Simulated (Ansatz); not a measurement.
**B₂SiH (quartet): the correlation ladder, cc-pVTZ**

The task here is to estimate one member of a computed series from the others.

Method: cc-pVTZ, core rule «outside noble gas», up to 7 orbitals frozen; program: Ansatz 0.2.0, Gaussian basis.

To be run: UHF; CCSD(T) on ROHF; CCSD(T) on UHF; BCCD(T) on ROHF; CCSDT(Q) on ROHF; CCSDT(Q) on UHF.

5 further runs of the same task are left out: 5 set aside as unsound or not needed.

## The system

The geometry is a PBE0/def2-TZVP stationary point (not a proven minimum).

4 atoms, charge 0, spin multiplicity 4.

Atoms are counted from 1 here; the program's logs count them from 0.

Bond lengths: B1–B2 1.579 Å, B2–Si3 1.996 Å, B2–H4 1.210 Å. Angles: B1–B2–Si3 136.4°, B1–B2–H4 115.9°, Si3–B2–H4 107.7°.

Coordinates:

| atom | x (Å) | y (Å) | z (Å) |
| --- | --- | --- | --- |
| B1 | 0.00000 | -0.38073 | 2.15019 |
| B2 | 0.00000 | 0.40562 | 0.78039 |
| Si3 | 0.00000 | -0.06746 | -1.15908 |
| H4 | 0.00000 | 1.61266 | 0.86404 |

The first run:

The input, in.yaml:

```yaml
crystal:
  periodic: [false, false, false]
  atoms:
    - {symbol: B, position_ang: [0.000000, -0.380732, 2.150191]}
    - {symbol: B, position_ang: [0.000000, 0.405618, 0.780388]}
    - {symbol: Si, position_ang: [0.000000, -0.067455, -1.159082]}
    - {symbol: H, position_ang: [0.000000, 1.612658, 0.864045]}
basis:
  gaussian: {orbitals: cc-pVTZ}
magnetization: {spin_polarized: true, initial_magnetization: 3}
hamiltonian: {xc: hf}
output: {orbitals: {seedname: orbitals}}
```

Run with:

```console
> ansatz run in.yaml --threads 1 --pin off --events-out ev --progress --plain --max-ram 4096MiB --backend cpu
```

Among the steps run: UHF; CCSD(T) on ROHF; CCSD(T) on UHF; BCCD(T) on ROHF; CCSDT(Q) on ROHF; CCSDT(Q) on UHF.

One of the session's tables, all rows but one given; the rest of the session is left out.

| method | from RCCSDT(Q) (kJ/mol) |
| --- | --- |
| ROHF | +725.2 |
| UHF | +707.7 |
| RMP2 | ? |
| UMP2 | +159.7 |
| RCCSD | +42.6 |
| UCCSD | +42.1 |
| RCCSD(T) | +8.7 |
| UCCSD(T) | +8.7 |
| BCCD(T) | +8.2 |
| RCCSDT | +2.3 |
| UCCSDT | +2.2 |
| RCCSDT(Q) | 0 |
| UCCSDT(Q) | -0.3 |

Estimate the missing values for RMP2.

The run gave: from RCCSDT(Q) (kJ/mol): +152.4. In the column «from RCCSDT(Q) (kJ/mol)» it lies between RCCSD (+42.6) and UMP2 (+159.7).

With the free atoms at the same levels and basis (separate runs), the atomisation energy is 9.127 eV at RCCSDT(Q), 9.081 eV at RCCSD(T), 9.079 eV at UCCSD(T), 7.663 eV at ROHF.

To keep in mind: Restricted and unrestricted rows rest on different reference determinants; where their highest levels disagree by more than a few hundredths of an eV, they describe different states and don't form one ladder.
